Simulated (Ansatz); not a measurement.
**How far each method lies from RCCSDTQ for Ga₂H₂ (H-bridged), singlet**

Geometry: a PBE0/def2-TZVP stationary point for this spin, not checked as a minimum.

```yaml
atoms:
  - { symbol: Ga, position_ang: [0.0000, 0.0000, 1.5063] }
  - { symbol: Ga, position_ang: [0.0000, 0.0000, -1.5063] }
  - { symbol: H, position_ang: [0.0000, 1.0971, 0.0000] }
  - { symbol: H, position_ang: [0.0000, -1.0971, 0.0000] }
```

Basis cc-pVDZ; Ansatz 0.2.0. Only valence electrons are correlated (noble-gas cores and the filled d shells of p-block atoms frozen), which leaves 8 electrons in 36 orbitals. Prefix R: restricted or restricted open-shell reference; prefix U: unrestricted. Active spaces: valence = (8e, 10o) chosen from the atoms' valence shells. No spin–orbit coupling is included, and no scalar relativity.

Full CI isn't at hand for all of this; RCCSDTQ serves as the reference, and is uncertain by about the last step of the cluster series. The frozen core follows each run's orbitals, which can shift R against U totals by a few meV for light atoms and by up to 0.1 eV past Ca.

* UHF ⟨S²⟩: 0.149
* T1 diagnostic (RCCSD): 0.0146
* largest doubles amplitude (RCCSD): 0.057

```csv
level,E − E(RHF) (eV)
RMP2,-3.1399
RCCSD,-4.1249
RCCSD(T),-4.2371
```

Task: Estimate how far RCCSDTQ in cc-pVDZ lies from RCCSD(T). The table doesn't fix it; the size of (T) and the diagnostics are the guide.

Result: RCCSDTQ in cc-pVDZ lies 3.2 kJ/mol below RCCSD(T), which is 30 % of the (T) step (-10.8 kJ/mol). RHF is unstable towards spin polarisation, and the rest is a large part of (T).

The other levels:

```json
{"level": "BCCD(T)", "E − E(RCCSDTQ) (kJ/mol)": "3.2", "share of correlation (%)": "99.23", "wall time": "1.4 s"}
{"level": "RCCSDT", "E − E(RCCSDTQ) (kJ/mol)": "0.6", "share of correlation (%)": "99.85", "wall time": "–"}
{"level": "RCCSDT(Q)", "E − E(RCCSDTQ) (kJ/mol)": "0.1", "share of correlation (%)": "99.98", "wall time": "3.7 s"}
{"level": "CASSCF (valence space)", "E − E(RCCSDTQ) (kJ/mol)": "192.4", "share of correlation (%)": "53.31", "wall time": "–"}
{"level": "NEVPT2 (valence space)", "E − E(RCCSDTQ) (kJ/mol)": "52.7", "share of correlation (%)": "87.21", "wall time": "4 s (H100)"}
{"level": "MRCISD (valence space)", "E − E(RCCSDTQ) (kJ/mol)": "10.1", "share of correlation (%)": "97.56", "wall time": "–"}
{"level": "MRCISD+Q (valence space)", "E − E(RCCSDTQ) (kJ/mol)": "1.1", "share of correlation (%)": "99.73", "wall time": "5.5 s (H100)"}
```

The correlation energy at RCCSDTQ, counted from RHF, is -4.270 eV. That run took 2.9 s on 2 threads of AMD EPYC 7R13 with a shared H100 80 GB, shared host.

Run but not shown, since their state or frozen core can't be matched to the reference's or they repeat it: UHF.

Times hold each run's SCF and search for its determinant on a shared host, so for small cases they say little of a method's own cost; rows without a card ran on 1 thread of AMD EPYC 7R13.

Natural occupations of CASSCF (valence space) about the gap: 1.977 1.958 1.927 1.910 0.064 0.059 0.029 0.028 0.025 0.024; effectively unpaired electrons, Σ n²(2−n)², 0.10.

Atomization energy (electronic, same basis, no zero-point term; atoms at the same level, unrestricted beside the R rows where the molecule is a closed shell, but restricted open-shell past Ca, as are all atoms' steps beyond CCSDT(Q)) at RCCSDTQ: 638.9 kJ/mol. Errors of other levels:

```tsv
level	error (kJ/mol)
RHF	-165.0
RMP2	-28.3
RCCSD	-9.7
RCCSD(T)	-1.9
BCCD(T)	-1.8
RCCSDT	-0.6
RCCSDT(Q)	-0.1
CASSCF (valence space)	-65.5
NEVPT2 (valence space)	-16.4
MRCISD (valence space)	-9.0
MRCISD+Q (valence space)	-3.6
```

This basis is far from its limit, so the value isn't to be set against a measured one. Truncated CI isn't size-consistent, which counts against it in atomization.
